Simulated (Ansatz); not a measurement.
We consider anatase TiO₂ (metastable phase), described by B3LYP (VWN-RPA form) (Ansatz, a quantum-chemistry and plane-wave program, plane waves, PAW).

Settings: plane-wave cutoff 460 eV, 8×8×8 k mesh, Fermi–Dirac smearing 0.01 eV, no spin polarisation, scalar-relativistic PAW data made under PBE.

Cell (measured lattice):

```xyz
6
Lattice="-1.8921 -1.8921 4.7573 1.8921 1.8921 4.7573 -1.8921 1.8921 -4.7573" Properties=species:S:1:pos:R:3 pbc="T T T"
Ti    -1.8921     0.0000     2.3786
Ti     0.0000     0.0000     0.0000
O     -1.8921     0.0000     0.3987
O      0.0000     0.0000     7.5346
O      0.0000     0.0000     1.9800
O     -1.8921     0.0000     4.3586
```

Task: Give the computed band gap, smallest direct gap on the k points sampled and direct gap at Γ.

Result: 
band gap: 3.87 eV (indirect)
smallest direct gap on the k points sampled: 4.23 eV
direct gap at Γ: 4.36 eV

Note: cell and atoms aren't relaxed at this level (largest force component 0.05 eV/Å, pressure 3.0 GPa).

Static lattice: no zero-point or thermal effects.
